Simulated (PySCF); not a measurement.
Proton affinity of `C=C(Cl)[C@@H]1CO1` (C4H5ClO), site by site

System: `C=C(Cl)[C@@H]1CO1` (C4H5ClO). Numbering: `[CH2:1]=[C:2]([Cl:3])[C@@H:4]1[CH2:5][O:6]1`

Computed at PBE0-D3(BJ)/def2-TZVP // PBE0-D3(BJ)/def2-SVP with PySCF (density fitting, grid level 2). Zero-point and thermal terms (298.15 K, 1 bar) come from unscaled PBE0-D3(BJ)/def2-SVP harmonic frequencies, with soft modes damped to free rotors in the entropy.

| site | product | PA / kJ/mol | GB / kJ/mol | gas share |
| --- | --- | --- | --- | --- |
| C1 (alkene carbon) | `CC(=[Cl+])[C@@H]1CO1` | 798 | 769 | 95.7 % |
| O6 (ether oxygen) | `C=C(Cl)C1C[OH+]1` | 793 | 761 | 4.3 % |

PA is −ΔH and GB is −ΔG of B + H⁺ → BH⁺ in the gas phase. Shares are Boltzmann weights among the listed products; an error of 10 kJ/mol changes a ratio about 56-fold. Sites whose products fell apart, merged with another or lost in a GFN2-xTB screen aren't listed.

C1 (alkene carbon) comes out 8 kJ/mol ahead of O6 in free energy (1.2 kJ/mol in electronic energy). That lies inside the method's error, so the order is undecided and the shares mean little.

Known limits: the order of C1 and O6 is undecided: the gaps lie inside the method's error (some 10 kJ/mol, one structure a species).

Hardware: 1 thread of Arm Neoverse N1, shared with other jobs. Command: `OMP_NUM_THREADS=1 python redox_run.py task.json out`. Structures, frequencies and single points: 23 min.
